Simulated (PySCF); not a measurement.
## Level of theory and adiabatic energies of losing or gaining an electron: hydroxylamine

Structure: `NO` (H3NO).

All levels share the PBE0-D3(BJ)/def2-SVP structures and the PBE0-D3(BJ)/def2-SVP thermal terms; only the single-point energies (PySCF) change. Values are adiabatic energies of losing or gaining an electron (0 K, eV).

| level | ionisation energy to the radical cation | abs. error | time |
| --- | --- | --- | --- |
| HF/jun-cc-pV(T+d)Z | 8.02 | 1.22 | 1.3 s |
| B3LYP-D3(BJ)/ma-def2-TZVP | 9.09 | 0.15 | – |
| CCSD(T)/jun-cc-pV(T+d)Z | 9.15 | 0.09 | 8.3 min |
| MP2/jun-cc-pV(T+d)Z | 9.23 | 0.01 | 11 s |
| ATcT 1.112 | 9.24 |  |  |

Times are wall times for all single points of a level on 1 thread of Arm Neoverse V2, a shared host; the dash marks the run that also made the structures.

Hartree-Fock leaves out electron correlation, so its ionisation energies and electron affinities from energy differences come out too low, often by 1 eV or more.

The spread: 1.21 eV, from 8.02 to 9.23.
